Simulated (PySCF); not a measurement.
**C2H3F3 (1,1,1-trifluoroethane) at 6 levels**

Aim: a comparison of 6 runs (HF/3-21G, HF/def2-SVP, PBE0/def2-SVP, CCSD/6-31+G*, CCSD(T)/cc-pVDZ, CCSD(T)/6-311+G**) of C2H3F3 (1,1,1-trifluoroethane). Input form: a Python script.

The calculation is run with PySCF 2.14.0.

### Step 1. Starting point

The species is C2H3F3 (8 atoms), meant as a singlet with charge 0. SMILES: `CC(F)(F)F`. Geometry: relaxed at PBE0-D4/def2-TZVP.

Bond lengths: C1–C2 1.497 Å, C2–F3 1.341 Å, C2–F4 1.341 Å, C2–F5 1.341 Å, C1–H6 1.089 Å, C1–H7 1.089 Å, C1–H8 1.089 Å. Some angles: C1–C2–F3 111.8°, C1–C2–F4 111.8°, C1–C2–F5 111.8°, F3–C2–F4 107.1°, F3–C2–F5 107.1°, F4–C2–F5 107.1°, C2–C1–H6 109.3°, C2–C1–H7 109.3°, C2–C1–H8 109.3°, H6–C1–H7 109.7°.

### Step 2. Energy and gradient at HF/3-21G (run 1)

Input file run.py:

```python
# CC(F)(F)F
import pyscf.grad
from pyscf import gto, scf

mol = gto.Mole()
mol.atom = '''
C   -0.615400  -0.141500   0.471500
C    0.557600   0.109900  -0.423700
F    1.692800  -0.382000   0.093900
F    0.395200  -0.458200  -1.627700
F    0.754200   1.420300  -0.629900
H   -0.441600   0.335800   1.434900
H   -0.738000  -1.214600   0.611200
H   -1.512600   0.273100   0.014000
'''
mol.max_memory = 1860
mol.verbose = 3
mol.charge = 0
mol.basis = '3-21g'
mol.build()

mf = scf.RHF(mol)
mf.conv_tol = 1e-10
mf.kernel()
if not mf.converged:
    mf = mf.newton().run(mf.mo_coeff, mf.mo_occ)

etot = mf.e_tot
print(f'total energy: {etot:.8f} hartree')
grad = mf.Gradients().kernel()
dip = mf.dip_moment()
pop, q = mf.mulliken_pop()
```

On the command line:

```bash
$ OMP_NUM_THREADS=1 python run.py
```

Output:

```text
converged SCF energy = -373.789165174826
total energy: -373.78916517 hartree
[... 8 lines left out ...]
Dipole moment(X, Y, Z, Debye): -2.10430, -0.45035,  1.60629
[... 60 lines left out ...]
charge of    7H =      0.25466
```

Run time: 1.1 s. Hardware: 1 thread of Arm Neoverse V2, shared host; peak memory 0.12 GiB.

### Step 3. Energy and gradient at HF/def2-SVP (run 2)

Input file run.py:

```python
import pyscf.grad
from pyscf import gto

mol = gto.M(
    atom='''
C   -0.615400  -0.141500   0.471500
C    0.557600   0.109900  -0.423700
F    1.692800  -0.382000   0.093900
F    0.395200  -0.458200  -1.627700
F    0.754200   1.420300  -0.629900
H   -0.441600   0.335800   1.434900
H   -0.738000  -1.214600   0.611200
H   -1.512600   0.273100   0.014000
''',
    basis='def2-svp',
    max_memory=1860,
    verbose=4,
)

hf = mol.RHF()
hf.conv_tol = 1e-10
hf.kernel()
if not hf.converged:
    hf = hf.newton().run(hf.mo_coeff, hf.mo_occ)

energy = hf.e_tot
print('E = %.10f Eh' % energy)
grad = hf.Gradients().kernel()
dip = hf.dip_moment()
pop, q = hf.mulliken_pop()
```

On the command line:

```bash
$ OMP_NUM_THREADS=1 python run.py
```

Output:

```text
PySCF version 2.14.0

[... 62 lines left out ...]
converged SCF energy = -375.524280984441
[... 12 lines left out ...]
Dipole moment(X, Y, Z, Debye): -2.02373, -0.43300,  1.54485
[... 94 lines left out ...]
charge of    7H =      0.07187
```

It took 3.9 s on 1 thread of Arm Neoverse V2, shared host; peak memory 0.17 GiB.

Runs 3 to 5 aren't shown in full; the table further down has their settings and results.

### Step 4. A single-point energy at CCSD(T)/6-311+G(d,p) (run 6)

Input file input.xyz:

```xyz
8

C     -0.615400    -0.141500     0.471500
C      0.557600     0.109900    -0.423700
F      1.692800    -0.382000     0.093900
F      0.395200    -0.458200    -1.627700
F      0.754200     1.420300    -0.629900
H     -0.441600     0.335800     1.434900
H     -0.738000    -1.214600     0.611200
H     -1.512600     0.273100     0.014000
```

Input file calc.py:

```python
from pyscf import gto, cc

mol = gto.Mole()
mol.atom = 'input.xyz'
mol.verbose = 4
mol.charge = 0
mol.basis = '6-311+g**'
mol.max_memory = 1860
mol.build()

mf = mol.RHF()
mf.conv_tol = 1e-10
mf.kernel()
if not mf.converged:
    mf = mf.newton().run(mf.mo_coeff, mf.mo_occ)

mycc = cc.CCSD(mf, frozen=5)
mycc.kernel()
e_t = mycc.ccsd_t()
energy = mycc.e_tot + e_t
print('Final energy', energy)
dip = mf.dip_moment()
pop, q = mf.mulliken_pop()
```

On the command line:

```bash
$ OMP_NUM_THREADS=1 python calc.py
```

Output:

```text
PySCF version 2.14.0

[... 64 lines left out ...]
converged SCF energy = -375.930467904427
[... 12 lines left out ...]
Init t2, MP2 energy = -376.838438098154  E_corr(MP2) -0.907970193726998
[... 12 lines left out ...]
CCSD converged
[... 2 lines left out ...]
Final energy -376.88394588415343
Dipole moment(X, Y, Z, Debye): -2.12824, -0.45539,  1.62462
[... 137 lines left out ...]
charge of    7H =      0.16468
```

It took 4.8 min on 1 thread of Arm Neoverse V2, shared host; peak memory 2.2 GiB.

### Step 5. The series

| run | level | integration grid | task | energy (Eh) | dipole moment (D) of the reference | HOMO energy (eV) | LUMO energy (eV) | wall time |
| --- | --- | --- | --- | --- | --- | --- | --- | --- |
| 1 | HF/3-21G | – | gradient | -373.789165 | 2.69 | -15.11 | 7.47 | 1.1 s |
| 2 | HF/def2-SVP | – | gradient | -375.524281 | 2.58 | -15.51 | 4.89 | 3.9 s |
| 3 | PBE0/def2-SVP | 5 | gradient | -376.905563 | 2.21 | -10.79 | 2.15 | 21 s |
| 4 | CCSD/6-31+G* (spherical functions) | – | energy | -376.627820 | 2.60 | -15.51 | 2.04 | 36 s |
| 5 | CCSD(T)/cc-pVDZ | – | energy | -376.716038 | 2.52 | -15.29 | 5.07 | 45 s |
| 6 | CCSD(T)/6-311+G** | – | energy | -376.883946 | 2.72 | -15.53 | 1.81 | 4.8 min |

### Step 6. Results

| quantity | value |
| --- | --- |
| run 6: total energy | -376.88395 Eh |
| run 6: dipole moment (Hartree–Fock density) | 2.72 D |
| run 6: HOMO energy (Hartree–Fock orbitals) | -15.53 eV |
| run 6: LUMO energy (Hartree–Fock orbitals) | 1.81 eV |
| run 6: HOMO–LUMO gap (Hartree–Fock orbitals) | 17.34 eV |
| run 6: correlation energy (5 core orbitals frozen) | -953.5 mEh |
| run 6: (T) correction | -26.07 mEh |
| run 6: T1 diagnostic | 0.012 |

Over runs 1, 2, 3 the dipole moment (its size) runs from 2.21 D (PBE0/def2-SVP) to 2.69 D (HF/3-21G). The two ends differ in method and basis. Over runs 1, 2, 3 the HOMO–LUMO gap runs from 12.94 eV (PBE0/def2-SVP) to 22.57 eV (HF/3-21G). All runs together took 6.6 min, the longest 4.8 min.
